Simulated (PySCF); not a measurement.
Species: C4H10O.
Atom-mapped SMILES: `[CH3:1][CH2:2][C@H:3]([CH3:4])[OH:5]` (hydrogens: H6, H7, H8 on C1; H9, H10 on C2; H11 on C3; H12, H13, H14 on C4; H15 on O5)

Level of theory: core-valence-separated Tamm–Dancoff BHandHLYP/aug-pcX-1 (pcseg-1 on H) in PySCF, non-relativistic, gas phase, PBE0-D3(BJ)/def2-SVP geometry.

Computed oxygen K-edge spectrum, Gaussian lines of 0.4 eV full width, highest printed point 100; it ends one width below the last computed root. No empirical shift is added; at this level the pattern usually sits a few eV under experiment.

| photon energy (eV) | absorption |
| --- | --- |
| 531.6 | 2 |
| 531.7 | 7 |
| 531.8 | 23 |
| 531.9 | 53 |
| 532.0 | 86 |
| 532.1 | 100 |
| 532.2 | 82 |
| 532.3 | 47 |
| 532.4 | 19 |
| 532.5 | 6 |
| 532.6 | 1 |
| 532.7 | 0 |
| 532.8 | 0 |
| 532.9 | 0 |
| 533.0 | 0 |
| 533.1 | 0 |
| 533.2 | 0 |
| 533.3 | 0 |
| 533.4 | 0 |
| 533.5 | 0 |
| 533.6 | 0 |
| 533.7 | 0 |
| 533.8 | 1 |
| 533.9 | 5 |
| 534.0 | 15 |
| 534.1 | 33 |
| 534.2 | 59 |
| 534.3 | 79 |
| 534.4 | 80 |
| 534.5 | 63 |
| 534.6 | 43 |
| 534.7 | 42 |
| 534.8 | 61 |
| 534.9 | 86 |
| 535.0 | 96 |
| 535.1 | 85 |

Problem. Where are the maxima, and which lines make them up?

Solution. 3 maxima:
- 532.1 eV: O5 (alcohol oxygen), 532.09 eV, f = 0.024, 100 % of the height at the exact maximum
- 534.4 eV: O5 (alcohol oxygen), 534.34 eV, f = 0.013, 68 % of the height at the exact maximum; O5 (alcohol oxygen), 534.45 eV, f = 0.006, 25 % of the height at the exact maximum
- 535.0 eV: O5 (alcohol oxygen), 534.94 eV, f = 0.016, 69 % of the height at the exact maximum; O5 (alcohol oxygen), 535.09 eV, f = 0.007, 27 % of the height at the exact maximum

Further lines of some strength in the range: O5, 534.16 eV, f = 0.002.

Roots within 0.03 eV on the same or equivalent atoms count as one line; shares under 12 % aren't listed.

Vibrational structure and lifetime widths aren't in the curve. The ionisation threshold wasn't computed; near and above it a finite basis only mimics Rydberg series and continuum.

Shape of the structure used: `[CH3:1][CH2:2][C@H:3]([CH3:4])[OH:5]`: C1–C2–C3–C4 -63°, H–O5–C3–C2 64°.

One conformer stands for the species.
